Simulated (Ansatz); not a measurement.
hcp Ti, treated with r²SCAN in Ansatz (PAW).

A perfect cell of 2 atoms has -5008.7376 eV. A cell of 36 sites with one atom taken out, atoms relaxed at the host's volume, has -87650.5118 eV. Energies are extrapolated to zero smearing.

Defect cell: Run with plane-wave cutoff 500 eV, 5×5×5 k mesh, Fermi–Dirac smearing 0.1 eV, cell of 36 sites, scalar-relativistic PAW data made under PBE.

Perfect cell: Numerical settings: plane-wave cutoff 500 eV, 15×15×10 k mesh (along the axes of the cell as run), Fermi–Dirac smearing 0.1 eV, scalar-relativistic PAW data made under PBE.

Work out the vacancy formation energy.

E_f = E(35) − 35 × E_bulk per atom = -87650.5118 − 35 × (-5008.7376/2) = 2.40 eV. Before relaxation the value is 2.46 eV.

Measured, for comparison: vacancy formation energy 1.27 ± 0.05 eV (not corrected to a static lattice, monovacancy; as tabulated in Hashimoto et al. (1984), doi:10.1088/0305-4608/14/10/004).

The cell is finite, so the vacancy feels its images.

Note: energies are extrapolated to zero smearing, and mesh and cell size move such values by some hundredths of an eV or more.

Ansatz is an electronic-structure program.
